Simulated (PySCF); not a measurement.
# A PySCF run on CCl

State: ²Π (doublet), unpaired electrons π ↑.

An equivalent input (the run itself took its basis sets from the Basis Set Exchange, started from a PBE0 density and held the occupation σ 7α 7β, πx 2α 2β, πy 3α 2β):

```python
from pyscf import gto, scf, cc
mol = gto.M(atom='C 0 0 0; Cl 0 0 1.674', basis={'C': 'pcseg-1', 'Cl': 'pcseg-1'},
            charge=0, spin=1, verbose=4, symmetry='C2v')
mf = scf.UHF(mol)
mf.irrep_nelec = {'A1': (7, 7), 'B1': (2, 2), 'B2': (3, 2)}
mf.conv_tol = 1e-9
mf.max_cycle = 60
mf.diis_space = 10
mf.kernel()
mycc = cc.CCSD(mf, frozen=[[0, 1, 2, 3, 4, 5], [0, 1, 2, 3, 4, 5]])
mycc.run(conv_tol=1e-7, conv_tol_normt=1e-5, max_cycle=80, diis_space=8)
et = mycc.ccsd_t()
```

The SCF ended at -497.17810076 hartree. The coupled-cluster part of the log:

```
******** <class 'pyscf.cc.uccsd.UCCSD'> ********
CC2 = 0
CCSD nocc = (6, 5), nmo = (26, 26)
frozen orbitals [[0, 1, 2, 3, 4, 5], [0, 1, 2, 3, 4, 5]]
max_cycle = 80
direct = 0
conv_tol = 1e-07
conv_tol_normt = 1e-05
diis_space = 8
diis_start_cycle = 0
diis_start_energy_diff = 1e+09
Init t2, MP2 energy = -0.215389440783059
Init E_corr(UCCSD) = -0.215389440784169
cycle = 1  E_corr(UCCSD) = -0.231277160991067  dE = -0.0158877202  norm(t1,t2) = 0.0836373
cycle = 2  E_corr(UCCSD) = -0.239172595874362  dE = -0.00789543488  norm(t1,t2) = 0.0295804
cycle = 3  E_corr(UCCSD) = -0.240382756650984  dE = -0.00121016078  norm(t1,t2) = 0.019982
cycle = 4  E_corr(UCCSD) = -0.243067134648098  dE = -0.002684378  norm(t1,t2) = 0.0101149
cycle = 5  E_corr(UCCSD) = -0.242817017519695  dE = 0.000250117128  norm(t1,t2) = 0.00239945
cycle = 6  E_corr(UCCSD) = -0.242829914734697  dE = -1.2897215e-05  norm(t1,t2) = 0.000651919
cycle = 7  E_corr(UCCSD) = -0.242837004405696  dE = -7.089671e-06  norm(t1,t2) = 0.000222879
cycle = 8  E_corr(UCCSD) = -0.242830625020835  dE = 6.37938486e-06  norm(t1,t2) = 8.07001e-05
cycle = 9  E_corr(UCCSD) = -0.242831653751219  dE = -1.02873038e-06  norm(t1,t2) = 3.21181e-05
cycle = 10  E_corr(UCCSD) = -0.242831841969937  dE = -1.88218718e-07  norm(t1,t2) = 1.31937e-05
cycle = 11  E_corr(UCCSD) = -0.242832040523787  dE = -1.9855385e-07  norm(t1,t2) = 5.64638e-06
cycle = 12  E_corr(UCCSD) = -0.24283193433441  dE = 1.06189377e-07  norm(t1,t2) = 2.13802e-06
cycle = 13  E_corr(UCCSD) = -0.242831996248302  dE = -6.19138923e-08  norm(t1,t2) = 8.20003e-07
UCCSD converged
E(UCCSD) = -497.4209327545939  E_corr = -0.242831996248302
UCCSD(T) correction = -0.00845585003456189
```

T1 diagnostic 0.024, D1 0.062, 11 electrons correlated.

Repeating this along the bond gives Re = 1.684 Å and ωe = 852 cm⁻¹.

A point of this curve took 0.51 CPU seconds beside 0.024 for the integrals (shared host).

Correlated steps freeze 6 core orbitals. The state was picked by a PBE0 search and need not be the measured ground state.
